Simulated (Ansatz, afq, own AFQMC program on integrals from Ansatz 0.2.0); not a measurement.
**H$_{3}$S⁺, triplet: AFQMC among the cluster methods**

```json
{"atom": "S", "x (Å)": "0.0000", "y (Å)": "-0.0392", "z (Å)": "-0.0511"}
{"atom": "H", "x (Å)": "0.0000", "y (Å)": "1.3183", "z (Å)": "-0.0511"}
{"atom": "H", "x (Å)": "0.0000", "y (Å)": "-0.0350", "z (Å)": "3.2469"}
{"atom": "H", "x (Å)": "0.0000", "y (Å)": "-0.0373", "z (Å)": "-1.5712"}
```

Basis 6-31G. Noble-gas cores (and the filled d shells of Ga–Kr and In–Xe) are frozen. Integrals, coupled cluster, full CI and functionals: Ansatz 0.2.0; the random walks run on the same integrals in our own AFQMC program. ph-AFQMC/CISD is guided by a CISD state made of CCSD amplitudes; releasing the constraint for a short imaginary time cuts its bias at the price of noise, slowly where states lie close. Uncertainties: one standard error, sampling alone.

Determinant: ROHF, the one that the program's search chose, which needn't be the lowest solution. The geometry is a point of a scan.

Full CI on the same integrals is exact in this basis and with this determinant's frozen core.

Cautions: lower spins were not checked.

The T1 diagnostic is 0.0142. The weight of the determinant in the CISD state is 0.948. The size of the correlated space is 8 electrons in 14 orbitals.

Reference: full CI, correlation energy -1.887 eV. The released energy is read at 2.40 1/Eh (meV from the phaseless value at times in 1/Eh: 0.1 ± 0.6 at 0.24, -0.8 ± 0.6 at 0.51, -0.6 ± 0.4 at 0.99, -0.7 ± 0.3 at 1.62, -0.9 ± 0.3 at 2.40).

| level | E − E(reference) (mEh) | share of correlation (%) |
| --- | --- | --- |
| HF | 69.36 | 0.00 |
| MP2 | 18.60 | 73.18 |
| CCSD | 0.60 | 99.13 |
| CCSD(T) | 0.15 | 99.78 |
| CCSDT | 0.04 | 99.94 |
| CCSDT(Q) | 0.01 | 99.99 |
| CCSDTQ | 0.00 | 100.00 |
| ph-AFQMC/HF | 0.23 ± 0.61 | 99.67 |
| ph-AFQMC/CISD | 0.04 ± 0.02 | 99.94 |
| released AFQMC | 0.01 ± 0.01 | 99.98 |

CCSDT and higher add their correlation energy to the determinant of the CCSD(T) run, since their own runs factorise the integrals more tightly (a shift of under 2 meV). A walk keeps the symmetry of its determinant, which the program's search chose and which needn't be the lowest solution, so a lower state of the same spin and another symmetry isn't excluded. Released energies are given only where the last usable release times agree within the noise; a slower fall can still hide under it.
